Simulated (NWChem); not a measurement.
The numbers come from NWChem runs, not from measurements. System: C2H4O2, charge 0, spin multiplicity 1, displaced from the optimised geometry. Level: B3LYP/def2-SVP, VWN1-RPA local correlation.

The NWChem input:

```
start mol
memory heap 200 mb stack 900 mb global 1100 mb
geometry units angstroms nocenter noautoz noautosym
  C     -1.415868    -0.312727     0.106232
  O     -0.062398    -0.851829     0.264511
  C      0.958251     0.027016    -0.014551
  O      0.822864     1.199097    -0.377209
  H     -1.597785     0.010331    -0.962234
  H     -2.119558    -1.145514     0.388877
  H     -1.573986     0.582748     0.778483
  H      1.953306    -0.511444     0.146371
end
basis spherical
  * library def2-svp
end
dft
  xc b3lyp
  semidirect memsize 60000000 filesize 0
  iterations 100
  grid medium
end
task dft gradient
```

Part of the output:

```
             Northwest Computational Chemistry Package (NWChem) 7.3.0
             --------------------------------------------------------

                                NWChem Input Module
                                -------------------

 Scaling coordinates for geometry "geometry" by  1.889725989
 (inverse scale =  0.529177249)

                             Geometry "geometry" -> ""
                             -------------------------

 Output coordinates in angstroms (scale by  1.889725989 to convert to a.u.)

  No.       Tag          Charge          X              Y              Z
 ---- ---------------- ---------- -------------- -------------- --------------
    1 C                    6.0000    -1.41586800    -0.31272700     0.10623200
    2 O                    8.0000    -0.06239800    -0.85182900     0.26451100
    3 C                    6.0000     0.95825100     0.02701600    -0.01455100
    4 O                    8.0000     0.82286400     1.19909700    -0.37720900
    5 H                    1.0000    -1.59778500     0.01033100    -0.96223400
    6 H                    1.0000    -2.11955800    -1.14551400     0.38887700
    7 H                    1.0000    -1.57398600     0.58274800     0.77848300
    8 H                    1.0000     1.95330600    -0.51144400     0.14637100

 Effective nuclear repulsion energy (a.u.)     119.0870791906

            Nuclear Dipole moment (a.u.)
            ----------------------------
        X                 Y               Z
 ---------------- ---------------- ----------------
     0.0000056692    -0.0000018897    -0.0000018897


 Summary of "ao basis" -> "" (spherical)
 ------------------------------------------------------------------------------
       Tag                 Description            Shells   Functions and Types
 ---------------- ------------------------------  ------  ---------------------
 *                          def2-svp                  on all atoms

                                 NWChem DFT Module
                                 -----------------

 Summary of "ao basis" -> "ao basis" (spherical)
 ------------------------------------------------------------------------------
       Tag                 Description            Shells   Functions and Types
 ---------------- ------------------------------  ------  ---------------------
 C                          def2-svp                 6       14   3s2p1d
 O                          def2-svp                 6       14   3s2p1d
 H                          def2-svp                 3        5   2s1p

 Summary of "ao basis" -> "ao basis" (spherical)
 ------------------------------------------------------------------------------
       Tag                 Description            Shells   Functions and Types
 ---------------- ------------------------------  ------  ---------------------
 C                          def2-svp                 6       14   3s2p1d
 O                          def2-svp                 6       14   3s2p1d
 H                          def2-svp                 3        5   2s1p

            General Information
            -------------------
          SCF calculation type: DFT
          Wavefunction type:  closed shell.
          No. of atoms     :     8
          No. of electrons :    32
           Alpha electrons :    16
            Beta electrons :    16
          Charge           :     0
          Spin multiplicity:     1
          Use of symmetry is: off; symmetry adaption is: off
          Maximum number of iterations: 100
          AO basis - number of functions:    76
                     number of shells:    36
          Convergence on energy requested:  1.00D-06
          Convergence on density requested:  1.00D-05
          Convergence on gradient requested:  5.00D-04

              XC Information
              --------------
                         B3LYP Method XC Potential
                     Hartree-Fock (Exact) Exchange  0.200
                        Slater Exchange Functional  0.800 local
                    Becke 1988 Exchange Functional  0.720 non-local
              Lee-Yang-Parr Correlation Functional  0.810
                  VWN I RPA Correlation Functional  0.190 local

             Grid Information
             ----------------
          Grid used for XC integration:  medium
          Radial quadrature: Mura-Knowles
          Angular quadrature: Lebedev.
          Tag              B.-S. Rad. Rad. Pts. Rad. Cut. Ang. Pts.
          ---              ---------- --------- --------- ---------
          C                   0.70       49          10.0       434
          O                   0.60       49          10.0       434
          H                   0.35       45          11.0       434
          Grid pruning is: on
          Number of quadrature shells:   376
          Spatial weights used:  Erf1

          Convergence Information
          -----------------------
          Convergence aids based upon iterative change in
          total energy or number of iterations.
          Levelshifting, if invoked, occurs when the
          HOMO/LUMO gap drops below (HL_TOL):  1.00D-02
          DIIS, if invoked, will attempt to extrapolate
          using up to (NFOCK): 10 stored Fock matrices.

                    Damping( 0%)  Levelshifting(0.5)       DIIS
                  --------------- ------------------- ---------------
          dE  on:    start            ASAP                start
          dE off:    2 iters        100 iters           100 iters

      Screening Tolerance Information
      -------------------------------
          Density screening/tol_rho:  1.00D-10
[...]
 d= 0,ls=0.0,diis     2   -228.3661807059  3.84D-01  1.64D-02  5.18D+00     1.1
 d= 0,ls=0.0,diis     3   -228.8715285125 -5.05D-01  3.88D-03  1.56D-01     1.4
 d= 0,ls=0.0,diis     4   -228.8818622907 -1.03D-02  1.49D-03  5.52D-02     1.7
 d= 0,ls=0.0,diis     5   -228.8868676879 -5.01D-03  3.70D-04  1.81D-03     1.9
  Resetting Diis
 d= 0,ls=0.0,diis     6   -228.8870437942 -1.76D-04  6.82D-05  4.39D-05     2.2
 d= 0,ls=0.0,diis     7   -228.8870491120 -5.32D-06  3.00D-05  2.98D-06     2.5
 d= 0,ls=0.0,diis     8   -228.8870487882  3.24D-07  1.79D-05  6.05D-06     2.8
 d= 0,ls=0.0,diis     9   -228.8870494448 -6.57D-07  4.10D-06  3.54D-07     3.1

         Total DFT energy =     -228.887049444843
      One electron energy =     -547.726060061444
           Coulomb energy =      229.125584151285
    Exchange-Corr. energy =      -29.373652725325
 Nuclear repulsion energy =      119.087079190641

 Numeric. integr. density =       32.000002923535

     Total iterative time =      2.9s

                       DFT Final Molecular Orbital Analysis
                       ------------------------------------

 Vector   14  Occ=2.000000D+00  E=-3.658212D-01
              MO Center= -3.8D-01, -4.4D-01,  1.4D-01, r^2= 2.4D+00
   Bfn.  Coefficient  Atom+Function         Bfn.  Coefficient  Atom+Function
  ----- ------------  ---------------      ----- ------------  ---------------
    19      0.394111  2 O  py                 5     -0.274973  1 C  py
    22      0.267772  2 O  py                47      0.202841  4 O  py
    62      0.199915  6 H  s                 17     -0.191733  2 O  s
    33     -0.187795  3 C  py                16     -0.153836  2 O  s
    67     -0.153066  7 H  s                 57     -0.144065  5 H  s

 Vector   15  Occ=2.000000D+00  E=-3.129281D-01
              MO Center=  2.8D-03, -1.9D-02,  2.8D-03, r^2= 2.2D+00
   Bfn.  Coefficient  Atom+Function         Bfn.  Coefficient  Atom+Function
  ----- ------------  ---------------      ----- ------------  ---------------
    20      0.466457  2 O  pz                23      0.353438  2 O  pz
    48     -0.350981  4 O  pz                51     -0.257754  4 O  pz
    57      0.162463  5 H  s                 67     -0.159072  7 H  s
     6     -0.147331  1 C  pz                19      0.145680  2 O  py
    58      0.121221  5 H  s                 68     -0.120440  7 H  s

 Vector   16  Occ=2.000000D+00  E=-2.894063D-01
              MO Center=  8.1D-01,  7.6D-01, -2.4D-01, r^2= 1.5D+00
   Bfn.  Coefficient  Atom+Function         Bfn.  Coefficient  Atom+Function
  ----- ------------  ---------------      ----- ------------  ---------------
    46      0.584195  4 O  px                49      0.405259  4 O  px
    19      0.199355  2 O  py                72     -0.196884  8 H  s
    22      0.164450  2 O  py                17      0.152397  2 O  s
    73     -0.152652  8 H  s                 18      0.109392  2 O  px
    36      0.087830  3 C  py                21      0.081546  2 O  px

 Vector   17  Occ=0.000000D+00  E=-1.399124D-02
              MO Center=  8.1D-01,  2.4D-01, -8.1D-02, r^2= 1.7D+00
   Bfn.  Coefficient  Atom+Function         Bfn.  Coefficient  Atom+Function
  ----- ------------  ---------------      ----- ------------  ---------------
    34      0.525979  3 C  pz                37      0.527224  3 C  pz
    51     -0.402366  4 O  pz                48     -0.384102  4 O  pz
    20     -0.244477  2 O  pz                23     -0.232924  2 O  pz
    33      0.163098  3 C  py                36      0.163563  3 C  py
    58     -0.137606  5 H  s                 68      0.128530  7 H  s

 Vector   18  Occ=0.000000D+00  E= 6.414302D-02
              MO Center= -1.8D+00, -9.8D-02,  3.3D-02, r^2= 4.5D+00
   Bfn.  Coefficient  Atom+Function         Bfn.  Coefficient  Atom+Function
  ----- ------------  ---------------      ----- ------------  ---------------
     3      2.369376  1 C  s                 58     -1.176606  5 H  s
    68     -1.162932  7 H  s                 63     -1.100907  6 H  s
    31     -0.461296  3 C  s                  7     -0.353995  1 C  px
     2      0.269344  1 C  s                 45      0.221879  4 O  s
     8      0.209763  1 C  py                73      0.196769  8 H  s

 Vector   19  Occ=0.000000D+00  E= 7.799028D-02
              MO Center=  1.3D+00, -6.5D-01,  2.0D-01, r^2= 4.7D+00
   Bfn.  Coefficient  Atom+Function         Bfn.  Coefficient  Atom+Function
  ----- ------------  ---------------      ----- ------------  ---------------
    73      1.752438  8 H  s                 31     -1.340781  3 C  s
    17      0.645763  2 O  s                  3     -0.584756  1 C  s
    35     -0.508526  3 C  px                63      0.482019  6 H  s
    36      0.470411  3 C  py                 7     -0.325569  1 C  px
     8      0.310416  1 C  py                30     -0.269225  3 C  s

 center of mass
 --------------
 x =   0.10415143 y =   0.03317772 z =  -0.01096206

 moments of inertia (a.u.)
 ------------------
         153.360216314574         -81.053497740475          26.460621146088
         -81.053497740475         230.250776838525          40.399712381646
          26.460621146088          40.399712381646         346.123210526672

     Multipole analysis of the density
     ---------------------------------

     L   x y z        total         alpha         beta         nuclear
     -   - - -        -----         -----         ----         -------
     0   0 0 0     -0.000000    -16.000000    -16.000000     32.000000

     1   1 0 0     -0.422724     -0.211365     -0.211365      0.000006
     1   0 1 0     -0.545561     -0.272779     -0.272779     -0.000002
     1   0 0 1      0.172234      0.086118      0.086118     -0.000002

     2   2 0 0    -14.367921    -72.041330    -72.041330    129.714739
     2   1 1 0     -1.277595    -21.397416    -21.397416     41.517236
     2   1 0 1      0.377023      7.022664      7.022664    -13.668304
     2   0 2 0    -20.556651    -45.653677    -45.653677     70.750703
     2   0 1 1      1.083330     10.717986     10.717986    -20.352642
     2   0 0 2    -17.424919    -14.911083    -14.911083     12.397247

            General Information
            -------------------
          SCF calculation type: DFT
          Wavefunction type:  closed shell.
          No. of atoms     :     8
          No. of electrons :    32
           Alpha electrons :    16
            Beta electrons :    16
          Charge           :     0
          Spin multiplicity:     1
          Use of symmetry is: off; symmetry adaption is: off
          Maximum number of iterations: 100
          AO basis - number of functions:    76
                     number of shells:    36
          Convergence on energy requested:  1.00D-06
          Convergence on density requested:  1.00D-05
          Convergence on gradient requested:  5.00D-04

              XC Information
              --------------
                         B3LYP Method XC Potential
                     Hartree-Fock (Exact) Exchange  0.200
                        Slater Exchange Functional  0.800 local
                    Becke 1988 Exchange Functional  0.720 non-local
              Lee-Yang-Parr Correlation Functional  0.810
                  VWN I RPA Correlation Functional  0.190 local

             Grid Information
             ----------------
          Grid used for XC integration:  medium
          Radial quadrature: Mura-Knowles
          Angular quadrature: Lebedev.
          Tag              B.-S. Rad. Rad. Pts. Rad. Cut. Ang. Pts.
          ---              ---------- --------- --------- ---------
          C                   0.70       49          10.0       434
          O                   0.60       49          10.0       434
          H                   0.35       45          11.0       434
          Grid pruning is: on
          Number of quadrature shells:   376
          Spatial weights used:  Erf1

          Convergence Information
          -----------------------
          Convergence aids based upon iterative change in
          total energy or number of iterations.
          Levelshifting, if invoked, occurs when the
          HOMO/LUMO gap drops below (HL_TOL):  1.00D-02
          DIIS, if invoked, will attempt to extrapolate
          using up to (NFOCK): 10 stored Fock matrices.

                    Damping( 0%)  Levelshifting(0.5)       DIIS
                  --------------- ------------------- ---------------
          dE  on:    start            ASAP                start
          dE off:    2 iters        100 iters           100 iters

      Screening Tolerance Information
      -------------------------------
          Density screening/tol_rho:  1.00D-10
          AO Gaussian exp screening on grid/accAOfunc:  14
          CD Gaussian exp screening on grid/accCDfunc:  20
          XC Gaussian exp screening on grid/accXCfunc:  20
          Schwarz screening/accCoul:  1.00D-08

                            NWChem DFT Gradient Module
                            --------------------------

  charge          =   0.00
  wavefunction    = closed shell

                         DFT ENERGY GRADIENTS

    atom               coordinates                        gradient
                 x          y          z           x          y          z
   1 C      -2.675603  -0.590968   0.200749    0.000532  -0.001137   0.000380
   2 O      -0.117915  -1.609723   0.499853   -0.004181  -0.028438   0.008799
   3 C       1.810832   0.051053  -0.027497    0.011789  -0.024700   0.007606
   4 O       1.554987   2.265965  -0.712822   -0.005163   0.056256  -0.017408
   5 H      -3.019376   0.019523  -1.818359   -0.003998   0.005897  -0.017263
   6 H      -4.005384  -2.164708   0.734871   -0.012614  -0.012999   0.004436
   7 H      -2.974402   1.101234   1.471120   -0.003606   0.015064   0.010473
   8 H       3.691213  -0.966489   0.276601    0.017241  -0.009944   0.002978

                 ----------------------------------------
                 |  Time  |  1-e(secs)   |  2-e(secs)   |
                 ----------------------------------------
                 |  CPU   |       0.00   |       0.84   |
                 ----------------------------------------
                 |  WALL  |       0.00   |       0.84   |
                 ----------------------------------------

 Task  times  cpu:        4.4s     wall:        4.4s

 Total times  cpu:        4.4s     wall:        4.4s
```
